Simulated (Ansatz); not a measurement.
C$_{3}$H$_{7}$NO (`C/C=C(\N)O`), relaxed with RKS PBE-D4/def2-SVP in the Gaussian-basis code of Ansatz from a rough embedded geometry. The force threshold is 0.03 eV/Å; the program also tests the step.

The species carries charge 0 and has multiplicity 1.

Start:

```xyz
12

C     0.177    1.571   -0.565
C    -0.494    0.629    0.315
C    -0.281   -0.667    0.354
N     0.579   -1.502   -0.320
O    -1.062   -1.446    1.197
H     0.741    2.352    0.104
H     0.932    1.148   -1.206
H    -0.515    2.131   -1.124
H    -1.296    1.054    0.997
H     1.052   -2.094    0.255
H     1.253   -0.842   -0.831
H    -1.087   -2.335    0.824
```

(1) How much energy does the relaxation release, and in how many steps? (Best estimate.)

(2) Which bonds change most? (Estimate.)

(3) Give the relaxed structure. (Best estimate.)

Answers

(1) The calculation gave: 65.96 kJ/mol, in 8 steps.

(2) Ansatz gave: N4–H10 from 0.951 to 1.028 Å; C1–H8 from 1.051 to 1.114 Å; C1–H6 from 1.173 to 1.112 Å; N4–H11 from 1.074 to 1.023 Å.

(3) Ansatz gave: 
```xyz
12

C     0.253    1.599   -0.474
C    -0.549    0.635    0.349
C    -0.334   -0.702    0.423
N     0.515   -1.463   -0.400
O    -1.004   -1.467    1.342
H     0.542    2.496    0.116
H     1.197    1.148   -0.847
H    -0.299    1.978   -1.363
H    -1.382    1.022    0.955
H     1.233   -1.979    0.124
H     0.948   -0.922   -1.153
H    -1.121   -2.346    0.929
```
